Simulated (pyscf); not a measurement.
OH•, doublet

Gas-phase minimum from PySCF at ωB97X-D3(BJ)/def2-SVP, one conformer. 

```
O
H 1 0.9785
```
Charge 0, spin multiplicity 2.

Properties at ωB97X-D3(BJ)/def2-SVP:

* **Harmonic wavenumbers, unscaled**: 3744 cm⁻¹
* **Zero-point energy**: 5.4 kcal/mol
* **Rotational symmetry number**: 1
* **Entropy of this conformer at 298 K and 1 atm, rigid rotor and harmonic oscillator, modes under 100 cm⁻¹ raised to 100**: 178.2 J/(mol K)
* **Dipole moment**: 1.73 D
* **Spin expectation value S2**: 0.752

Single-point totals, which compare only within one level (frozen core for MP2 and CC):

```
level                   total energy (hartree)
----------------------  ----------------------
ωB97X-D3(BJ)/def2-TZVP               -75.77638
PBE/def2-TZVP                        -75.68178
r²SCAN/def2-TZVP                     -75.72896
B3LYP-D3(BJ)/def2-TZVP               -75.76840
PBE0-D3(BJ)/def2-TZVP                -75.68566
M06-2X/def2-TZVP                     -75.73202
ωB97M-D3(BJ)/def2-TZVP               -75.77926
UHF/def2-TZVPP                       -75.42344
MP2/def2-TZVPP                       -75.62227
CCSD/def2-TZVPP                      -75.63633
CCSD(T)/def2-TZVPP                   -75.64141
```

The CCSD(T) − MP2 part came from Ansatz, without density fitting, on the same reference. Left out: orbital degeneracy and the spin-orbit lowering of OH.
